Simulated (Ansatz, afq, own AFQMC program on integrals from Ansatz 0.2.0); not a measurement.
## Where AFQMC and coupled cluster stand for Si2H7, doublet

```yaml
atoms:
  - { symbol: Si, position_ang: [-1.6461, 0.0000, 0.0000] }
  - { symbol: H, position_ang: [-2.1410, 1.3997, 0.0000] }
  - { symbol: H, position_ang: [-2.1410, -0.6999, 1.2122] }
  - { symbol: H, position_ang: [-2.1410, -0.6999, -1.2122] }
  - { symbol: H, position_ang: [0.0499, 0.0000, 0.0000] }
  - { symbol: Si, position_ang: [1.6489, 0.0000, 0.0000] }
  - { symbol: H, position_ang: [2.0988, -1.4163, 0.0000] }
  - { symbol: H, position_ang: [2.0988, 0.7081, -1.2265] }
  - { symbol: H, position_ang: [2.0988, 0.7081, 1.2265] }
```

Basis cc-pVDZ. Noble-gas cores (and the filled d shells of Ga–Kr and In–Xe) are frozen. Ansatz 0.2.0 and our own AFQMC program on the same integrals; the CISD trial comes from CCSD amplitudes, and released means the phaseless constraint is let go. ± is one standard error of the sampling.

Determinant: UHF, the one that the program's search chose, which needn't be the lowest solution. The geometry is a point of a scan.

No full CI on the walks' own integrals is used here; CCSDT(Q) serves as the reference and is uncertain by about the last step of the cluster series.

* T1 diagnostic: 0.0132
* weight of the determinant in the CISD state: 0.854
* ⟨S²⟩ of the determinant: 0.767
* size of the correlated space: 15 electrons in 61 orbitals

Reference: CCSDT(Q), correlation energy -7.897 eV. The released energy is read at 1.50 1/Eh (meV from the phaseless value at times in 1/Eh: 0 ± 3 at 0.24, -1 ± 3 at 0.51, 0 ± 4 at 0.99, 0 ± 4 at 1.50).

```
         level  E − E(reference) (kcal/mol)  share of correlation (%)
            HF                       182.11                      0.00
           MP2                        40.75                     77.62
          CCSD                         4.85                     97.34
       CCSD(T)                         0.99                     99.46
         CCSDT                         0.13                     99.93
 ph-AFQMC/CISD                  0.00 ± 0.08                    100.00
released AFQMC                  0.00 ± 0.09                    100.00
```

A walk keeps the symmetry of its determinant, which the program's search chose and which needn't be the lowest solution, so a lower state of the same spin and another symmetry isn't excluded. Released energies are given only where the last usable release times agree within the noise; a slower fall can still hide under it.
